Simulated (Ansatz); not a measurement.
We consider antifluorite Mg₂Ge, described by HSE06 in Ansatz (plane waves, PAW).

Settings: plane-wave cutoff 460 eV, 8×8×8 k mesh, Fermi–Dirac smearing 0.01 eV, scalar-relativistic PAW data made under PBE.

The cell has the measured lattice: a = b = c = 6.3849 Å, α = β = γ = 90.00°.

Q: Estimate the band gap and smallest direct gap on the k points sampled that the calculation returns.

A: 
* **band gap**: 0.52 eV (on the SCF k mesh) (indirect)
* **smallest direct gap on the k points sampled**: 1.69 eV

Measured, for comparison: band gap 0.74 eV (temperature not stated, not corrected to a static lattice, indirect, Γ–X; as tabulated in Ryu et al. (2019), arXiv:1905.06140).

Note: cell and atoms aren't relaxed at this level.

Spin–orbit coupling is not included.

The computed numbers hold no vibrational or temperature effects.

Ansatz is a first-principles code.
